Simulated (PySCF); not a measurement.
Species: C5H5F.
SMILES: `FC(C)=C1C=C1`

The closed-shell ground state was solved at several levels (PySCF, density fitting, gas phase, non-relativistic). Geometry: PBE0-D3(BJ)/def2-SVP; no solvent, vibrations or thermal averaging.

```
              level  basis functions  total energy (Eh)  HOMO (eV)  LUMO (eV)  gap (eV)  dipole (D)
        B3LYP/pcJ-1              212          -293.2641      -5.41      -0.87      4.54        2.86
CAM-B3LYP/def2-SVPD              163          -292.9162      -6.96       0.44      7.40        3.04
 CAM-B3LYP/pcSseg-2              286          -293.2364      -6.91       0.41      7.32        2.98
```

Q: Estimate the row for PBE0/pcSseg-1, a basis of 127 functions; the other rows only guide the guess.

A: Total energy -292.8925 Eh, HOMO -5.61 eV, LUMO -0.63 eV, gap 4.98 eV, dipole 2.85 D.

Q: Over all these levels, which gives the widest orbital gap and which the narrowest?

A: CAM-B3LYP/def2-SVPD (range-separated hybrid) has the widest, 7.40 eV, and B3LYP/pcJ-1 (global hybrid, 20 % exact exchange) the narrowest, 4.54 eV. Functional and basis both differ between the two, so the spread mixes both effects.

Q: How far do the dipole and the HOMO energy spread over the levels?

A: The dipole runs from 2.85 to 3.04 D (mean 2.93 D) and the HOMO from -6.96 to -5.41 eV.
